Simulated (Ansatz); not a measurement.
Reaction (SMILES): P (PH3) → 3 H atom + P atom
B3LYP-D3(BJ)/def2-TZVP geometries, fixed; electronic energies without zero-point terms.

How fast the atomisation energy converges with the basis for several methods (Ansatz, a quantum-chemistry and plane-wave program): deviation from each method's own reference, in kcal/mol. References: B3LYP 245.04 kcal/mol, the value in pcseg-4; CCSD(T) 242.19 kcal/mol, Hartree-Fock in aug-cc-pV(Q+d)Z plus the correlation part extrapolated as X^-3 from aug-cc-pV(T+d)Z and aug-cc-pV(Q+d)Z; HF 172.77 kcal/mol, the value in aug-pcseg-3; MP2 234.19 kcal/mol, Hartree-Fock in aug-cc-pV(Q+d)Z plus the correlation part extrapolated as X^-3 from aug-cc-pV(T+d)Z and aug-cc-pV(Q+d)Z; PBE 239.32 kcal/mol, the value in pcseg-4; wB97M-V 245.53 kcal/mol, the value in pcseg-4. Cartesian d functions, on some or all atoms, in 6-31G*, 6-311+G**; all else is spherical. In correlated methods cores are frozen. Open shells are unrestricted. No added dispersion term, no relativity. Functionals ending in -V hold VV10 correlation. 

| basis | functions | B3LYP | CCSD(T) | HF | MP2 | PBE | wB97M-V |
|---|---|---|---|---|---|---|---|
| 3-21G | 19 | -23.51 | -62.98 | -37.73 | -65.99 | -19.58 | ? |
| 6-31G* | 25 | -5.75 | -40.02 | -8.08 | -39.67 | -4.24 | ? |
| pcseg-1 | 33 | -5.30 | -22.38 | -3.15 | -22.34 | -4.62 | ? |
| def2-SVP | 33 | -3.81 | -20.22 | -4.39 | -20.91 | -2.74 | ? |
| cc-pV(D+d)Z | 38 | -3.89 | -20.78 | -3.96 | -21.19 | -2.66 | ? |
| def2-SVPD | 48 | -2.14 | -16.91 | -2.99 | -17.73 | -0.89 | ? |
| 6-311+G** | 49 | -3.63 | -17.40 | -4.25 | -18.23 | -3.31 | ? |
| 6-311++G(2d,2p) | 65 | -1.46 | -14.54 | -1.83 | -14.60 | -1.10 | ? |
| pcseg-2 | 76 | -1.01 | -5.72 | -0.81 | -6.68 | -0.90 | ? |
| jun-cc-pV(T+d)Z | 90 | -0.24 | -7.13 | -0.63 | -7.57 | 0.08 | ? |
| aug-pcseg-2 | 119 | -0.66 | -5.70 | -0.48 | -6.45 | -0.51 | ? |
| def2-QZVPP | 160 | -0.14 | -2.83 | -0.19 | -3.16 | -0.07 | ? |

Question: Complete the blanks.

Answer: 
- 3-21G, wB97M-V: -18.07
- 6-31G*, wB97M-V: -2.64
- pcseg-1, wB97M-V: -4.61
- def2-SVP, wB97M-V: -0.10
- cc-pV(D+d)Z, wB97M-V: -0.06
- def2-SVPD, wB97M-V: 1.53
- 6-311+G**, wB97M-V: -3.93
- 6-311++G(2d,2p), wB97M-V: -1.64
- pcseg-2, wB97M-V: -1.23
- jun-cc-pV(T+d)Z, wB97M-V: -0.10
- aug-pcseg-2, wB97M-V: -0.85
- def2-QZVPP, wB97M-V: -0.11

Mean absolute deviation over 6-311+G**, 6-311++G(2d,2p), pcseg-2, jun-cc-pV(T+d)Z, aug-pcseg-2: PBE 1.18, B3LYP 1.40, wB97M-V 1.55, HF 1.60, CCSD(T) 10.10, MP2 10.71 kcal/mol.
